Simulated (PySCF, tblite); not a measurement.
One entry of a table of gas-phase calculations, keyed by method. Lists by class give the value and the number of equivalent atoms.

```json
{
 "formula": "C4H7O2",
 "smiles": "COCCC#[O+]",
 "charge": 1,
 "multiplicity": 1,
 "geometry_level": "GFN2-xTB",
 "electronic_structure_code": "PySCF",
 "results": {
  "GFN2-xTB geometry": {
   "point_group": "C1",
   "rotational_constants_GHz": [7.668, 2.106, 1.752]
  },
  "PBE0/pcSseg-1 ground state and GIAO shieldings, non-relativistic": {
   "homo_eV": -12.44,
   "lumo_eV": -7.62,
   "shift_vs_computed_TMS_C_by_class_ppm": [
    [163.2, 1],
    [75.8, 1],
    [64.6, 1],
    [16.1, 1]
   ],
   "shift_vs_computed_TMS_H_by_class_ppm": [
    [4.77, 2],
    [4.22, 2],
    [4.1, 3]
   ],
   "shielding_other_nuclei_by_class_ppm": [
    ["O", -26.4, 1],
    ["O", 299.2, 1]
   ]
  },
  "B3LYP/pcJ-1 indirect spin-spin coupling, non-relativistic, gas phase; spin–dipole term left out": {
   "largest_one_bond_couplings_by_class_Hz": [
    ["13C–1H", 166.1, 2],
    ["13C–1H", 154.8, 2],
    ["13C–1H", 152.8, 3],
    ["13C–13C", 71.7, 1],
    ["13C–13C", 26.6, 1],
    ["17O–13C", 23.7, 1],
    ["17O–13C", 20.5, 1],
    ["17O–13C", 8.5, 1]
   ]
  },
  "GFN2-xTB harmonic vibrations, gas phase": {
   "strongest_ir_bands_cm-1_km_per_mol_modes": [
    [1031.8, 54.9, 1],
    [1101.5, 102.0, 1],
    [1206.4, 69.5, 1],
    [1283.0, 103.5, 1],
    [2332.1, 1002.1, 1],
    [2920.8, 74.6, 1]
   ],
   "zpe_kcal_per_mol": 64.1
  }
 }
}
```

The zero-point energy, half the sum of the 33 harmonic wavenumbers, equals 22410 cm⁻¹ or 268 kJ/mol. With B = h/(8π²I), that is 505.379 GHz u Å² over I, the principal moments of inertia are 65.9, 240.0 and 288.5 u Å² (most abundant isotopes); the inertial defect Ic − Ia − Ib is -17.4 u Å² (zero for a rigid planar frame, negative otherwise). The rotational constants make it an asymmetric top with κ = (2B − A − C)/(A − C) = -0.88, nearer the prolate limit (−1).

 NMR classes are plain means over equivalent atoms (diastereotopic ones count apart unless rotation or inversion swaps them), as if these changed places fast; in this geometry the members of some classes differ.

Conformer computed: `[CH3:1][O:2][CH2:3][CH2:4][C:5]#[O+:6]`: C1–O2–C3–C4 -166°, O2–C3–C4–C5 -51°.

One conformer stands for the species.
